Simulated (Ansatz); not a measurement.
The first iterations of a band of CH2BN (5 atoms, charge 0, multiplicity 1).

These are results of RKS r2SCANh/def2-SVP in Ansatz 0.2.0, not measurements.

```yaml
movable_images: 9
climbing_image: from the first iteration
spring: 5.0 eV/Å²
optimiser: fire
start_path: IDPP
force_threshold: 0.05 eV/Å
iteration_limit: 60
end_points: relaxed
```

First end point:

```xyz
5
Properties=species:S:1:pos:R:3
B -1.975 0.045 0.694
C -0.565 -0.263 0.423
N 0.531 -0.002 -0.194
H 0.767 -0.413 -1.103
H 1.242 0.634 0.180
```

Last end point:

```xyz
5
Properties=species:S:1:pos:R:3
B -1.915 -0.151 0.832
C -0.714 0.228 0.078
N 0.520 0.032 -0.218
H 0.818 -0.577 -0.986
H 1.292 0.468 0.295
```

| iteration | highest image above the first end (eV) | largest band force component (eV/Å) |
| --- | --- | --- |
| 1 | 0.151 | 2.009 |
| 2 | 0.164 | 2.927 |
| 3 | 0.123 | 1.039 |
| 4 | 0.127 | 1.216 |
| 5 | 0.124 | 1.027 |
| 6 | 0.120 | 0.686 |

Q: Does the band converge within its limit, and where does its top end?

A: The forces met the threshold. It ended after 20 iterations with the highest image 0.111 eV above the first end. Another band between the same ends (9 images) ends at a top of the same energy, where a vibrational analysis finds 1 clearly imaginary mode.

Run time: 3.6 min on 1 thread of Intel(R) Xeon(R) Platinum 8488C (Sapphire Rapids) (shared host), peak memory 0.13 GiB.
